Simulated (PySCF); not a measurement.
Isomers of C4H4F2, mass 90.028 u with the commonest isotopes. Method: PBE0-D3(BJ)/def2-SVP geometry optimisation, gas phase (PySCF 2.14.0). One conformer each, none proved a minimum here; rigid rotors.

Task: Order these by rotational constant A, smallest first.
A. `[F:1][CH:2]([F:3])[C:4]1=[CH:5][CH2:6]1` with F1–C2–C4–C5 125°
B. `FC1=CC[C@H]1F`
C. `FC1=C(F)CC1`
D. `FCC#CCF`
E. `F/C=C1\C[C@@H]1F`
F. `[F:1][CH2:2][C:3]1=[C:4]([F:5])[CH2:6]1` with F1–C2–C3–C4 -2°
G. `FC1(F)C=CC1`
H. `[CH:1]#[C:2][CH2:3][CH:4]([F:5])[F:6]` with C2–C3–C4–F5 178°

Result: C (4873 MHz), B (5235 MHz), G (6033 MHz), F (6469 MHz), A (7109 MHz), H (8790 MHz), E (9455 MHz), D (15973 MHz).

Task: Order these by dipole moment, largest first.
A. `[F:1][CH:2]([F:3])[C:4]1=[CH:5][CH2:6]1` with F1–C2–C4–C5 125°
B. `FC1=C(F)CC1`
C. `FC1(F)C=CC1`
D. `F/C=C1\C[C@@H]1F`
E. `[CH:1]#[C:2][CH2:3][CH:4]([F:5])[F:6]` with C2–C3–C4–F5 178°

Result: C (2.32 D), B (2.05 D), A (1.83 D), E (1.66 D), D (1.25 D).

Task: Order these by rotational constant C, largest first.
A. `[F:1][CH2:2][C:3]1=[C:4]([F:5])[CH2:6]1` with F1–C2–C3–C4 -2°
B. `FCC#CCF`
C. `[F:1][CH:2]([F:3])[C:4]1=[CH:5][CH2:6]1` with F1–C2–C4–C5 125°
D. `FC1(F)C=CC1`
E. `FC1=CC[C@H]1F`
F. `[CH:1]#[C:2][CH2:3][CH:4]([F:5])[F:6]` with C2–C3–C4–F5 178°
G. `C[C@@]1(F)C=C1F`
H. `FC1=C(F)CC1`

Result: D (3243 MHz), G (2506 MHz), E (2336 MHz), H (2199 MHz), C (2077 MHz), F (1785 MHz), A (1736 MHz), B (1170 MHz).

```json
{"SMILES": "C#CCC(F)F", "point group": "C1", "Ia (u·Å²)": "57.50", "Ib (u·Å²)": "241.35", "Ic (u·Å²)": "283.17", "κ": "-0.91", "μa (D)": "1.17", "μb (D)": "0.99", "μc (D)": "0.64"}
{"SMILES": "FC(F)C1=CC1", "point group": "C1", "Ia (u·Å²)": "71.09", "Ib (u·Å²)": "190.61", "Ic (u·Å²)": "243.37", "κ": "-0.77", "μa (D)": "1.49", "μb (D)": "0.41", "μc (D)": "0.99"}
{"SMILES": "FC1=C(F)CC1", "point group": "C2v", "Ia (u·Å²)": "103.70", "Ib (u·Å²)": "132.61", "Ic (u·Å²)": "229.79", "κ": "0.21", "μa (D)": "0.00", "μb (D)": "2.05", "μc (D)": "0.00"}
{"SMILES": "FC1(F)C=CC1", "point group": "Cs", "Ia (u·Å²)": "83.77", "Ib (u·Å²)": "147.35", "Ic (u·Å²)": "155.85", "κ": "-0.87", "μa (D)": "2.31", "μb (D)": "0.00", "μc (D)": "0.13"}
{"SMILES": "C[C@@]1(F)C=C1F", "point group": "C1", "Ia (u·Å²)": "85.45", "Ib (u·Å²)": "189.10", "Ic (u·Å²)": "201.65", "κ": "-0.90", "μa (D)": "0.01", "μb (D)": "1.52", "μc (D)": "1.19"}
{"SMILES": "FC1=CC[C@H]1F", "point group": "C1", "Ia (u·Å²)": "96.54", "Ib (u·Å²)": "136.50", "Ic (u·Å²)": "216.36", "κ": "-0.06", "μa (D)": "0.16", "μb (D)": "1.90", "μc (D)": "0.84"}
{"SMILES": "FCC1=C(F)C1", "point group": "Cs", "Ia (u·Å²)": "78.13", "Ib (u·Å²)": "219.66", "Ic (u·Å²)": "291.16", "κ": "-0.76", "μa (D)": "0.25", "μb (D)": "2.11", "μc (D)": "0.03"}
{"SMILES": "FCC#CCF", "point group": "C2", "Ia (u·Å²)": "31.64", "Ib (u·Å²)": "429.41", "Ic (u·Å²)": "431.79", "κ": "-1.00", "μa (D)": "0.00", "μb (D)": "0.00", "μc (D)": "1.83"}
{"SMILES": "F/C=C1\\C[C@@H]1F", "point group": "C1", "Ia (u·Å²)": "53.45", "Ib (u·Å²)": "257.00", "Ic (u·Å²)": "288.57", "κ": "-0.94", "μa (D)": "0.13", "μb (D)": "0.44", "μc (D)": "1.16"}
```
